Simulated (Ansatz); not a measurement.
Basis sets compared for Mg2H2 (the lowest singlet isomer of a short search). Charge 0, multiplicity 1. Geometry PBE-D4/def2-TZVP. Ansatz on 4 threads of Arm Neoverse V1 on a shared host; times are rough, and most runs start from earlier orbitals.

```
atom   x (Å)   y (Å)   z (Å)
 Mg1  -0.068   1.344  -0.521
 Mg2   0.069  -1.342   0.524
  H3  -0.151   2.957  -1.152
  H4   0.150  -2.958   1.149
```

The structure comes from a short search, and lower isomers may exist.

Binding counts from free atoms (Mg singlet, H doublet) in the same basis, without a counterpoise term.

```json
{"level": "PBE-D4/def2-SVP", "functions": "46", "energy (Eh)": "-400.9150", "HOMO (eV)": "-4.82", "LUMO (eV)": "-2.19", "binding per atom (eV)": "1.19", "wall time": "0.25 s"}
{"level": "PBE-D4/def2-TZVP (with forces)", "functions": "76", "energy (Eh)": "-401.0567", "HOMO (eV)": "-4.83", "LUMO (eV)": "-2.20", "binding per atom (eV)": "1.17", "wall time": "0.45 s"}
{"level": "r2SCAN-D4/def2-TZVP", "functions": "76", "energy (Eh)": "-401.2498", "HOMO (eV)": "-5.00", "LUMO (eV)": "-2.02", "binding per atom (eV)": "1.25", "wall time": "0.9 s"}
{"level": "PBE0-D4/def2-SVP", "functions": "46", "energy (Eh)": "-400.9552", "HOMO (eV)": "-5.69", "LUMO (eV)": "-1.61", "binding per atom (eV)": "1.19", "wall time": "0.3 s"}
{"level": "PBE0-D4/def2-TZVP", "functions": "76", "energy (Eh)": "-401.0966", "HOMO (eV)": "-5.69", "LUMO (eV)": "-1.60", "binding per atom (eV)": "1.18", "wall time": "0.6 s"}
```

Estimate the rows for PBE-D4/def2-TZVPD, r2SCAN-D4/def2-TZVPD, PBE0-D4/def2-TZVPD.


```tsv
level	functions	energy (Eh)	HOMO (eV)	LUMO (eV)	binding per atom (eV)	wall time
PBE-D4/def2-TZVPD	88	-401.0569	-4.84	-2.23	1.17	0.55 s
r2SCAN-D4/def2-TZVPD	88	-401.2500	-5.00	-2.04	1.25	1.1 s
PBE0-D4/def2-TZVPD	88	-401.0967	-5.69	-1.66	1.18	0.55 s
```
